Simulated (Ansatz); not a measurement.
Base system: ZrC in the rock salt structure (space group Fm-3m, No. 225; a = 4.7088 Å).

Levels (all Ansatz, a quantum-chemistry and plane-wave program, PAW): PBE (420 eV, spin-orbit coupling left out); PBEsol (420 eV, no spin-orbit coupling).

Levels that relaxed their own cell: PBE and PBEsol.

```csv
level,lattice parameter a
PBE,4.709 Å
PBEsol,4.669 Å
```

Measured: lattice parameter a 4.696 Å (temperature not stated; as listed in Guo-Xu Zhang et al., New Journal of Physics (2018)).

Computed minus measured — lattice parameter a: PBE +0.3 %, PBEsol -0.6 % (closest: PBE). Measured values not marked as corrected hold thermal and zero-point effects that the static-lattice runs lack.

Stability against distortions was not tested. All final runs are without spin polarisation.
